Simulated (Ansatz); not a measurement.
Relative stability

Two relaxed structures of CH₄MgN (charge -1), closed shell (PBE0-D4/def2-TZVPD; forces vanish, vibrations not checked).

A:

C1  (-1.153, 0.639, -0.437)
Mg2  (0.612, -0.308, 0.323)
N3  (2.140, -1.254, 0.615)
H4  (-1.900, -0.090, -0.778)
H5  (-0.936, 1.295, -1.290)
H6  (-1.642, 1.261, 0.324)
H7  (2.877, -1.542, 1.245)
(Å)

B:

```tsv
atom	x (Å)	y (Å)	z (Å)
C1	-1.0351	0.7630	-0.3544
Mg2	0.6453	-0.0983	0.3093
N3	1.9670	-1.3674	0.9827
H4	1.8203	-2.3469	1.1892
H5	-1.1316	1.0659	-1.4067
H6	-1.5746	1.4890	0.2704
H7	2.9365	-1.1690	1.1901
```

Program: Ansatz 0.2.0. Basis: def2-TZVPPD. Cores are frozen in the correlated methods. The outer core shell of Li, Na, Mg and K is correlated. The def2 sets are not built for correlating such inner shells, so the correlated values are less sure here. B3LYP uses VWN-RPA correlation.

Problem. Which structure is lower at CCSD(T), and by how much? (An estimate is asked for; the value comes from the calculation.)

Solution. By the calculation: A, by 8.6 kJ/mol (electronic energy, against the other). By their contacts, A is CH₄MgN ([CH3][Mg][NH]), total charge -1 and B is CH₄MgN ([CH2][Mg][NH2]), total charge -1.

Problem. Do the other methods give the same order? (Judge from chemistry; the calculation decides.)

Solution. The calculation gives: Not all: HF gives the other order.

```tsv
method	E(B) − E(A) (kJ/mol)
PBE-D4	11.9
r2SCAN-D4	10.9
PBE0-D4	5.0
B3LYP-D4	9.7
wB97M-V	8.8
HF	-9.3
MP2	23.0
CCSD	3.9
CCSD(T)	8.6
```

T1 diagnostic: at most 0.021. The restricted Hartree–Fock reference is unstable towards an unrestricted one at one or more of these structures.

Labels in which every atom is bracketed show which atoms are joined, not bond orders.

For scale, one of the runs: CCSD(T)/def2-TZVPPD, 177 basis functions, launched by `ansatz run in.yaml --threads 2 --pin off --events-out ev --progress --plain --max-ram 4352MiB`. Time: 50 s of wall clock on 2 CPU threads of an Arm Neoverse V1; the host was shared. Peak host memory: 1.8 GiB.
